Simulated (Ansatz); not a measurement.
# C6H12: a ladder of functionals and wavefunction methods

Aim: compute C6H12 with functionals from several rungs and with coupled cluster, and see how far each lands from CCSD(T) at the basis-set limit for the atomisation energy.

Computed with Ansatz 0.2.0, Gaussian basis. Level: functionals in def2-TZVPP, the program's frozen cores in correlated methods.

Levels to be run: PBE-D4, r2SCAN-D4, PBE0-D4, B3LYP-D4, ωB97X-V, ωB97M-V, B2PLYP; CCSD(T)/def2-TZVPP; MP2/def2-QZVPP; extrapolation to the limit.

**1. Structure used throughout**

All runs share one geometry, relaxed beforehand with PBE0-D4 in a triple-zeta def2 set.

SMILES `C=CCCCC`, 18 atoms, charge 0, spin multiplicity 1.

Atoms are counted from 1 here; the program's logs count them from 0.

Bond lengths: C1–C2 1.326 Å, C1–H7 1.084 Å, C1–H8 1.086 Å, C2–C3 1.492 Å, C2–H9 1.090 Å, C3–C4 1.530 Å, C3–H10 1.094 Å, C3–H11 1.097 Å, C4–C5 1.523 Å, C4–H12 1.096 Å, C4–H13 1.096 Å, C5–C6 1.520 Å, C5–H14 1.095 Å, C5–H15 1.095 Å, C6–H16 1.094 Å, C6–H17 1.092 Å, C6–H18 1.092 Å. Angles: C2–C1–H7 121.7°, C2–C1–H8 121.3°, H7–C1–H8 117.0°, C1–C2–C3 125.4°, C1–C2–H9 118.8°, C3–C2–H9 115.8°, C2–C3–C4 112.8°, C2–C3–H10 109.6°, C2–C3–H11 109.0°, C4–C3–H10 110.6°, C4–C3–H11 108.2°, H10–C3–H11 106.4°, C3–C4–C5 114.5°, C3–C4–H12 108.7°, C3–C4–H13 108.7°, C5–C4–H12 109.4°, C5–C4–H13 109.1°, H12–C4–H13 106.2° and more.

**2. PBE-D4 (GGA)**

Contents of in.yaml:

```yaml
crystal:
  periodic: [false, false, false]
  atoms:
    - {symbol: C, position_ang: [0.756054, 2.369859, 0.160243]}
    - {symbol: C, position_ang: [0.714775, 1.437795, -0.781447]}
    - {symbol: C, position_ang: [1.144567, 0.019294, -0.612727]}
    - {symbol: C, position_ang: [0.026369, -0.979888, -0.914567]}
    - {symbol: C, position_ang: [-1.195070, -0.850896, -0.013433]}
    - {symbol: C, position_ang: [-0.906113, -1.114991, 1.454975]}
    - {symbol: H, position_ang: [0.426331, 3.384974, -0.028580]}
    - {symbol: H, position_ang: [1.127996, 2.149963, 1.156670]}
    - {symbol: H, position_ang: [0.328939, 1.702980, -1.765712]}
    - {symbol: H, position_ang: [1.529472, -0.129452, 0.400472]}
    - {symbol: H, position_ang: [1.979585, -0.184530, -1.293908]}
    - {symbol: H, position_ang: [0.431403, -1.995067, -0.834391]}
    - {symbol: H, position_ang: [-0.283908, -0.855594, -1.958342]}
    - {symbol: H, position_ang: [-1.622330, 0.151378, -0.124521]}
    - {symbol: H, position_ang: [-1.961073, -1.550688, -0.363209]}
    - {symbol: H, position_ang: [-0.449904, -2.099529, 1.596935]}
    - {symbol: H, position_ang: [-1.822507, -1.085185, 2.048688]}
    - {symbol: H, position_ang: [-0.224575, -0.370412, 1.872854]}
basis:
  gaussian: {orbitals: def2-TZVPP}
hamiltonian: {xc: pbe, dispersion: d4}
output: {forces: true, orbitals: {seedname: orbitals}}
```

Launch:

```console
$ ansatz run in.yaml --threads 2 --pin off --events-out ev --progress --plain --max-ram 32768MiB --backend cuda --devices 0, --max-vram 18GiB
```

Further steps of the session: r2SCAN-D4 (meta-GGA); PBE0-D4 (hybrid); B3LYP-D4 (hybrid); ωB97X-V (range-separated); ωB97M-V (range-separated); B2PLYP (double hybrid); CCSD(T) in def2-TZVPP; MP2 in def2-QZVPP.

Q: Predict the results of all the runs planned. Wanted: atomisation energy, CCSD(T)/CBS; farthest; mean size of error, hybrid; mean size of error, range-separated; gap, smallest and largest; T1 diagnostic; triples share of the correlation energy.

**Answer**, as computed:

| quantity | value |
| --- | --- |
| atomisation energy, CCSD(T)/CBS | 75.562 eV |
| functionals within 0.378 eV (0.5 %) | r2SCAN-D4, B3LYP-D4, ωB97X-V, ωB97M-V |
| farthest | PBE-D4 (+1.464 eV) |
| mean size of error, hybrid | 0.387 eV |
| mean size of error, range-separated | 0.138 eV |
| gap, smallest and largest | 5.56 eV (PBE-D4), 12.28 eV (ωB97X-V) |
| T1 diagnostic | 0.0093 |
| triples share of the correlation energy | 4.0 % |

**Reading.** PBE-D4 misses by +1.464 eV. Double hybrids carry the basis error of their MP2 part in triple zeta, and no dispersion term here, so their miss is partly the set-up's. Misses under about 0.378 eV are within the doubt on the reference itself, which lacks core-valence correlation, relativity and higher excitations. Hartree-Fock recovers 76 % of the binding; the rest is correlation. Orbital gaps span 5.6 to 12.3 eV; exact exchange widens them.
